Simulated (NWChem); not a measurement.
The numbers come from NWChem runs, not from measurements. System: C (+1), charge 1, spin multiplicity 2. Its SCF solution wasn't tested for a lower state. Level: UMP2/def2-TZVP, 1 core orbitals frozen.

Job file:

```
start mol
memory heap 200 mb stack 900 mb global 1100 mb
charge 1
geometry units angstroms nocenter noautoz
  C      0.000000     0.000000     0.000000
  symmetry group D2h
end
basis spherical
  * library def2-tzvp
end
scf
  uhf
  nopen 1
  maxiter 100
  thresh 1e-7
  semidirect memsize 60000000 filesize 0
  # guess.movecs holds the orbitals of an unrestricted PBE0 run
  vectors input guess.movecs output mol.movecs
end
mp2
  freeze core 1
end
task mp2 energy
```

Part of the output:

```
             Northwest Computational Chemistry Package (NWChem) 7.3.0
             --------------------------------------------------------

                                NWChem Input Module
                                -------------------

 Scaling coordinates for geometry "geometry" by  1.889725989
 (inverse scale =  0.529177249)

                             Geometry "geometry" -> ""
                             -------------------------

 Output coordinates in angstroms (scale by  1.889725989 to convert to a.u.)

  No.       Tag          Charge          X              Y              Z
 ---- ---------------- ---------- -------------- -------------- --------------
    1 C                    6.0000     0.00000000     0.00000000     0.00000000

 Effective nuclear repulsion energy (a.u.)       0.0000000000

            Nuclear Dipole moment (a.u.)
            ----------------------------
        X                 Y               Z
 ---------------- ---------------- ----------------
     0.0000000000     0.0000000000     0.0000000000

      Symmetry information
      --------------------

 Group name             D2h
 Group number             26
 Group order               8
 No. of unique centers     1

      Symmetry unique atoms

     1


 Summary of "ao basis" -> "" (spherical)
 ------------------------------------------------------------------------------
       Tag                 Description            Shells   Functions and Types
 ---------------- ------------------------------  ------  ---------------------
 *                         def2-tzvp                  on all atoms

 Summary of "ao basis" -> "ao basis" (spherical)
 ------------------------------------------------------------------------------
       Tag                 Description            Shells   Functions and Types
 ---------------- ------------------------------  ------  ---------------------
 C                         def2-tzvp                11       31   5s3p2d1f

                                 NWChem SCF Module
                                 -----------------

  ao basis        = "ao basis"
[...]
  AO/Fock/Back tols     =   1.0D-09  1.0D-09  1.0D-09

 GA uses MA = F    GA memory limited = T

 Available:
  local mem=  1.26D+08
 global mem=  1.44D+08
 local disk=  0.00D+00
  mp2_memr nvloc                    28
  nvloc new                    28
   1 passes of   2:        3145728                       4759                     96132.
   1 passes of   2: M    126154738           G      144177278           F     123009010.

 Semi-direct pass number   1 of   1  for UHF alpha       at        0.4s
  vrange nnbf                   496
  mp2_eaftype                    10  avail_ma_in_mb                  1099
 EAF : mp2_eaftype filesize          10      48066.
  mp2_eaf for mointskh                     10
Node 0 wrote      0.2 Mb in      0.0 s     Agg I/O rate:   789.0 Mb/s
 Done moints_semi at        0.5s
  mp2_eaftype                    10  avail_ma_in_mb                  1089
 EAF : mp2_eaftype filesize          10      48066.
  mp2_eaf for kh                    10
 Done maket at        0.6s
 Done multipass loop at        0.6s

 GA uses MA = F    GA memory limited = T

 Available:
  local mem=  1.26D+08
 global mem=  1.44D+08
 local disk=  0.00D+00
  mp2_memr nvloc                    29
  nvloc new                    29
   1 passes of   1:        3145728                       3409                     50599.
   1 passes of   1: M    126154738           G      144177278           F     123009010.

 Semi-direct pass number   1 of   1  for UHF beta        at        0.6s
  vrange nnbf                   496
  mp2_eaftype                    10  avail_ma_in_mb                  1099
 EAF : mp2_eaftype filesize          10      25299.
  mp2_eaf for mointskh                     10
Node 0 wrote      0.1 Mb in      0.0 s     Agg I/O rate:  1020.9 Mb/s
 Done moints_semi at        0.7s
  mp2_eaftype                    10  avail_ma_in_mb                  1089
 EAF : mp2_eaftype filesize          10      25299.
  mp2_eaf for kh                    10
 Done maket at        0.7s
 Done multipass loop at        0.7s

          -------------------------------------------
          SCF energy                 -37.295540817473
          Correlation energy          -0.049929221581
          Singlet pairs                0.000000000000
          Triplet pairs                0.000000000000
          Total MP2 energy           -37.345470039054
          -------------------------------------------

          ---------------------------------------------------
                    Spin Component Scaled (SCS) MP2
          Same spin pairs                     -0.003309150909
          Same spin scaling factor             0.333333333333
          Opposite spin pairs                 -0.046620070673
          Opposite spin scaling fact.          1.200000000000
          SCS-MP2 correlation energy          -0.057047135110
          Total SCS-MP2 energy               -37.352587952583
          ---------------------------------------------------

 -----------------------
 Performance information
 -----------------------

 Timer overhead =  1.49D-07 seconds/call

               Nr. of calls         CPU time (s)                 Wall time (s)                GFlops
             ---------------    -------------------     ------------------------------   -------------------
Name         Min   Avg   Max    Min     Avg     Max     Min     Avg     Max   Mx/calls   Min     Max     Sum
mp2: moin     2     2     2   0.32    0.32    0.32     0.32    0.32    0.32    0.16      0.0     0.0     0.0
mp2: make     2     2     2   4.39E-3 4.39E-3 4.39E-3  4.39E-3 4.39E-3 4.39E-3 2.20E-3   0.0     0.0     0.0
mp2: tota     1     1     1   0.42    0.42    0.42     0.42    0.42    0.42    0.42      0.0     0.0     0.0

 The average no. of pstat calls per process was 5.00D+00
 with a timing overhead of 7.46D-07s

 Task  times  cpu:        0.7s     wall:        0.7s

 Total times  cpu:        0.8s     wall:        0.8s
```
